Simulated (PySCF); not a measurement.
Fluorine: a sound run and one with changed settings

Sound run: F [He] 2s2 2p5, F⁺ [He] 2s2 2p4. Calculation: PySCF 2.14, in def2-TZVP; the non-relativistic Hamiltonian (point nucleus). In the sound run the correlated levels freeze 1s2. The sound run starts from symmetry-adapted Hartree-Fock orbitals and uses a fine grid where one is needed.

Changed run: basis STO-3G. This setting is unsound on purpose.

```
species  method  sound run (hartree)  changed run (hartree)  converged
      F     UHF            -99.41180              -97.98651        yes
      F  M06-2X            -99.73371              -98.28324        yes
      F   B3LYP            -99.77015              -98.26897        yes
      F     MP2            -99.60959              -97.98651        yes
     F⁺     UHF            -98.83647              -97.52349        yes
     F⁺  M06-2X            -99.09144              -97.76710        yes
     F⁺   B3LYP            -99.11970              -97.75196        yes
     F⁺     MP2            -98.97723              -97.52349        yes
```

Ionisation energy of F:

```
 method  sound run (eV)  changed run (eV)
    UHF          15.655            12.599
 M06-2X          17.477            14.045
  B3LYP          17.700            14.068
    MP2          17.207            12.599
SCS-MP2          17.192            12.599
```

A minimal basis cannot let orbitals breathe on ionisation and holds almost no correlation.

For comparison, NIST gives 17.423 eV between the lowest levels.
